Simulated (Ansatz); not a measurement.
Geometry optimisation, RKS PBE0-D4/def2-SVP (Ansatz).

Input:

```yaml
crystal:
  periodic: [false, false, false]
  atoms:
    - { symbol: B, position_ang: [0.384991, -0.013544, 0.072773] }
    - { symbol: O, position_ang: [0.578239, -0.120256, 1.423803] }
    - { symbol: H, position_ang: [-0.260624, -0.208243, 1.894065] }
    - { symbol: H, position_ang: [1.333103, 0.102869, -0.644019] }
    - { symbol: F, position_ang: [-0.850809, -0.042225, -0.415021] }
basis:
  gaussian: { orbitals: def2-SVP }
hamiltonian:
  xc: pbe0
  dispersion: d4
relax:
  f_tol: 0.03
  max_steps: 50
output:
  orbitals: {}
```

Run as:

```bash
$ ansatz run input.yaml --threads 1 --pin off --max-ram 2048MiB --backend cpu --events-out ev --progress --plain --runs-dir out
```

Problem. Where does it end, and by what steps?

Solution. It converged. After 5 steps the energy has fallen by 0.017 eV; O2 moved furthest, 0.01 Å.

```
step  energy less start (eV)  largest force component (eV/Å)  accepted
   0                  0.0000                           1.283       yes
   1                 -0.0135                           0.583       yes
   2                 -0.0165                           0.097       yes
   3                 -0.0165                           0.092       yes
   4                 -0.0155                           0.209        no
   5                 -0.0172                           0.008       yes
```

```xyz
5
Properties=species:S:1:pos:R:3
B 0.385 -0.015 0.086
O 0.571 -0.119 1.411
H -0.257 -0.209 1.900
H 1.332 0.103 -0.647
F -0.846 -0.041 -0.419
```

Whether the end is a true minimum wasn't checked by a vibrational analysis.

Time of the run: 6.2 s on 1 thread of Intel(R) Xeon(R) Platinum 8488C (Sapphire Rapids), with other jobs on the host, peak memory 0.14 GiB.
